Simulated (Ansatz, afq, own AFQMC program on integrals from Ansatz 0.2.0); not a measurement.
**HfB, sextet: AFQMC among the cluster methods**

```
atom   x (Å)   y (Å)   z (Å)
  Hf  0.0000  0.0000  0.0000
   B  0.0000  0.0000  2.1360
```

Basis def2-SVP with its core potentials. Only valence electrons are correlated. Integrals, coupled cluster, full CI and functionals: Ansatz 0.2.0; the random walks run on the same integrals in our own AFQMC program. The CISD trial takes its coefficients from CCSD amplitudes. Released means that phaseless walkers are propagated on without the constraint, phases kept. Uncertainties: one standard error, sampling alone. No spin–orbit coupling. The metal's outer-core s and p shells are frozen, which shifts wave-function levels against functionals.

Determinant: UHF, the one that the program's search chose, which needn't be the lowest solution. The geometry is a PBE0/def2-TZVP stationary point of this or a neighbouring charge and spin state.

No full CI on the walks' own integrals is used here; CCSDT(Q) serves as the reference and is uncertain by about the last step of the cluster series.

Cautions: no spin-orbit coupling; outer-core shells of the metal frozen; another spin lies lower; raised T1 diagnostic (T1 0.047, weight of the determinant 0.88, largest double 0.07); (T) is large, 6 % of the CCSD correlation; the released energies have errors that jump between times, so the bars are unsure, so no released level is given (meV from the phaseless value at times in 1/Eh: -19.1 ± 2.4 at 0.60, 51 ± 87 at 1.20, -49 ± 10 at 2.00, -28 ± 25 at 3.00, -54 ± 4 at 4.20), though the last usable value meets CCSDT(Q) within the noise.

```
T1 diagnostic                               : 0.0474
weight of the determinant in the CISD state : 0.875
⟨S²⟩ of the determinant                     : 8.756
size of the correlated space                : 7 electrons in 41 orbitals
```

```json
{"level": "MP2", "correlation energy (eV)": "-2.6411"}
{"level": "CCSD", "correlation energy (eV)": "-3.1549"}
{"level": "CCSD(T)", "correlation energy (eV)": "-3.3446"}
```

(1) Estimate where phaseless AFQMC with a CISD trial lies against CCSD(T) on the same integrals.

(1) 0.9 ± 0.3 kJ/mol above CCSD(T).

Reference: CCSDT(Q), correlation energy -3.394 eV.

```csv
level,E − E(reference) (kJ/mol),share of correlation (%)
CCSD(T),4.8,98.55
CCSDT,1.4,99.58
ph-AFQMC/CISD,5.7 ± 0.3,98.26
```

A walk keeps the symmetry of its determinant, which the program's search chose and which needn't be the lowest solution, so a lower state of the same spin and another symmetry isn't excluded.
